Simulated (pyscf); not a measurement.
`[OH][Sc]([OH])[OH]` + `[H]` [doublet] → `[O][Sc]([OH])[OH]` [doublet] + `[H][H]` (hydrogen abstraction; doublet surface; H–O broken, H–H formed). Structures and frequencies: ωB97X-D3(BJ)/def2-SVP in PySCF. Energies in eV from the separated reactants.

```
level                   barrier  reaction energy
----------------------  -------  ---------------
ωB97X-D3(BJ)/def2-TZVP      [?]              [?]
PBE/def2-TZVP              0.65            +0.78
r²SCAN/def2-TZVP            [?]            +0.62
B3LYP-D3(BJ)/def2-TZVP     0.60            +0.57
M06-2X/def2-TZVP           0.99            +0.80
HF/def2-TZVP               1.06            +0.32
```

### Question
Fill in the missing entries.

### Answer

- ωB97X-D3(BJ)/def2-TZVP, barrier: 0.83
- ωB97X-D3(BJ)/def2-TZVP, reaction energy: +0.71
- r²SCAN/def2-TZVP, barrier: 0.61

At PBE, r²SCAN this geometry lies under the product side: in single points on another level's saddle the reverse barrier vanishes, and the forward threshold there is about the reaction energy. This is the saddle that the search found; another between the same sides may lie lower. The angle at the transferred H is 155°. Open-shell species with a d-block atom are single-reference here; other states, and whether the spin sits on metal or ligand, were not checked.
